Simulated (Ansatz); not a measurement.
# How far each method lies from UCCSDT(Q) for SiN⁺, triplet

Geometry: a PBE0/def2-TZVP stationary point for this spin.

| atom | x (Å) | y (Å) | z (Å) |
| --- | --- | --- | --- |
| Si | 0.0000 | 0.0000 | 0.0000 |
| N | 0.0000 | 0.0000 | 1.7854 |

Basis cc-pVDZ; Ansatz 0.2.0. Only valence electrons are correlated (noble-gas cores frozen), which leaves 8 electrons in 26 orbitals. R marks a restricted (for open shells ROHF) determinant, U an unrestricted one. Active spaces: valence = (8e, 8o) chosen from the atoms' valence shells.

Full CI isn't at hand for all of this; UCCSDT(Q) serves as the reference, and is uncertain by about the last step of the cluster series. The frozen core follows each run's orbitals, which can shift R against U totals by a few meV.

For open shells CISD is restricted-active-space CI with the open shells as a complete middle space.

* UHF ⟨S²⟩: 2.014
* T1 diagnostic (RCCSD): 0.0266
* largest doubles amplitude (RCCSD): 0.063
* T1 diagnostic (UCCSD): 0.0247

```json
{"level": "UHF", "E − E(RHF) (eV)": "-0.1383"}
{"level": "RMP2", "E − E(RHF) (eV)": "-4.1661"}
{"level": "UMP2", "E − E(RHF) (eV)": "-4.1615"}
{"level": "RCCSD", "E − E(RHF) (eV)": "-5.0762"}
{"level": "UCCSD", "E − E(RHF) (eV)": "-5.0801"}
{"level": "RCCSD(T)", "E − E(RHF) (eV)": "-5.2124"}
{"level": "UCCSD(T)", "E − E(RHF) (eV)": "-5.2135"}
```

(1) Estimate how far UCCSDT(Q) in cc-pVDZ lies from RCCSD(T). The table doesn't fix it; the size of (T) and the diagnostics are the guide.

(1) UCCSDT(Q) in cc-pVDZ lies 1.62 mEh below RCCSD(T), which is 32 % of the (T) step (-5.01 mEh). The diagnostics give no warning, yet the rest is a sizeable part of (T). The miss exceeds 1 kcal/mol.

The other levels:

```tsv
level	E − E(UCCSDT(Q)) (mEh)	share of correlation (%)	wall time
CISD	17.10	91.15	1.1 s
BCCD(T)	1.65	99.15	1.9 s
RCCSDT	0.45	99.77	–
UCCSDT	0.41	99.79	–
RCCSDT(Q)	0.09	99.95	5.5 s
CASSCF (valence space)	128.03	33.72	–
NEVPT2 (valence space)	25.54	86.78	2.5 s
MRCISD (valence space)	6.58	96.59	–
MRCISD+Q (valence space)	0.29	99.85	3.1 s
```

The correlation energy at UCCSDT(Q), counted from RHF, is -5.257 eV. That run took 5.5 s on 1 thread of Arm Neoverse V2, shared host.

Times hold each run's SCF and search for its determinant on a shared host, so for small cases they say little of a method's own cost; they ran on 1 thread of Arm Neoverse V2.

Natural occupations of CASSCF (valence space) about the gap: 1.992 1.971 1.909 0.997 0.997 0.050 0.050 0.035; effectively unpaired electrons, Σ n²(2−n)², 2.06.
